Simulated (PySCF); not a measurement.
Molecule: `FCC[C@H](C)F`, C₄H₈F₂.

Geometry (Å), atoms numbered from 1 in this order:
```xyz
14

C    -1.460    0.197   -0.856
C    -0.737   -0.057    0.444
F    -1.183    0.860    1.385
C     0.771    0.068    0.346
C     1.463   -0.198    1.661
F     1.225   -1.492    2.066
H    -2.547    0.123   -0.707
H    -1.164   -0.538   -1.618
H    -1.231    1.206   -1.232
H    -0.986   -1.059    0.835
H     1.027    1.085    0.005
H     1.144   -0.637   -0.415
H     1.079    0.485    2.437
H     2.553   -0.055    1.570
```

Geometry PBE0-D3(BJ)/def2-SVP throughout; GIAO in PySCF 2.14, gas phase, one conformer, non-relativistic; equivalent atoms averaged; basis pcSseg-1.

For orientation, B97-D gives these absolute shieldings σ: C2 92.9, C5 98.0, C4 137.3, C1 155.6, F3 375.2, H10 26.49, H12 29.71, H7/H8/H9 30.08, H11 30.13 ppm.

A run gave: C2 104.7, C5 109.2, C4 149.1, C1 165.8, F3 398.6, H10 26.64, H12 29.75, H7/H8/H9 29.99, H11 30.09 ppm (absolute shieldings σ).

Problem. Which functional was used in that run?
A. WP04
B. LC-wPBE
C. OPBE
D. CAM-B3LYP

Solution. B. C4 tells them apart best: LC-wPBE gives 149.1, OPBE gives 145.5, WP04 gives 132.0, CAM-B3LYP gives 140.6 ppm.
